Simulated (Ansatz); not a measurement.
**Litharge SnO**

Level of theory: LDA (plane waves, PAW; Ansatz, a first-principles code).

Numerical settings: plane-wave cutoff 500 eV, 10×10×8 k mesh (along the axes of the cell as run), Fermi–Dirac smearing 0.05 eV, scalar-relativistic PAW data made under PBE.

Cell (relaxed at this level):

```xyz
4
Lattice="3.7664 0.0000 0.0000 0.0000 3.7664 0.0000 0.0000 0.0000 4.6542" Properties=species:S:1:pos:R:3 pbc="T T T"
Sn     0.0000     1.8832     1.1442
Sn     1.8832     0.0000     3.5100
O      0.0000     0.0000     0.0000
O      1.8832     1.8832     0.0000
```

For litharge SnO, the equilibrium volume per atom is 16.51 Å³/atom. The lattice parameter a comes out as 3.766 Å and the c axis length is 4.654 Å.

Measured, for comparison: lattice constant a 3.801 Å, lattice parameter c 4.835 Å (temperature not stated, no zero-point or thermal correction; as tabulated in Electronic properties of the Sn1−xPbxO alloy and band alignment of the SnO/PbO …). Computed (rounded) less measured: lattice constant a -0.9 %, lattice parameter c -3.7 %. A static lattice is as a rule a little smaller and stiffer than an uncorrected measurement, which narrows the difference in the lattice constant a and would widen misses of the other sign.

Spin–orbit coupling is not included.

Computed values are for the static lattice.

The result took around 40 core-seconds (rough).
